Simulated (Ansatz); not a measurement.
# doublet HCl(+): levels of theory in one basis

```csv
atom,x (Å),y (Å),z (Å)
H,0.0000,0.0000,-0.7176
Cl,0.0000,0.0000,0.7176
```

Basis set: def2-SVP (spherical functions). Correlated methods keep 5 orbitals frozen. Correlation on ROHF uses semicanonical orbitals with singles. Charge 1, multiplicity 2.

Computed with Ansatz (development build ahead of 0.2.0); each method stands on the lowest determinant of its kind that the runs found.

```json
{"method": "ROHF", "E − E(ROHF) (eV)": "0.00", "<S²> of the determinant": "–"}
{"method": "UHF", "E − E(ROHF) (eV)": "-0.13", "<S²> of the determinant": "0.76"}
{"method": "ROHF-MP2", "E − E(ROHF) (eV)": "-3.38", "<S²> of the determinant": "–"}
{"method": "UHF-MP2", "E − E(ROHF) (eV)": "-3.37", "<S²> of the determinant": "0.76"}
{"method": "ROHF-CCSD(T)", "E − E(ROHF) (eV)": "-4.00", "<S²> of the determinant": "–"}
{"method": "UHF-CCSD(T)", "E − E(ROHF) (eV)": "-4.00", "<S²> of the determinant": "0.76"}
```
